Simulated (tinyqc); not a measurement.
RKS/PBE in the sto-3g basis, for OH-, spin multiplicity 1, step by step. The basis has no diffuse functions, so it cannot describe the extra electron: this is an exercise in the method, not the real anion. One step of it, computed by the program tinyqc.

Problem. Iteration 2: DIIS coefficients. Solve [B -1; -1 0][c; lambda] = [0; -1] for the coefficients, which sum to one.

B (overlaps of the stored error matrices):
```
               1              2
1  9.9167213e-01  5.3930490e-01
2  5.3930490e-01  3.0544964e-01
```

Give: DIIS coefficients.

Solution.

DIIS coefficients: -1.0702  2.0702
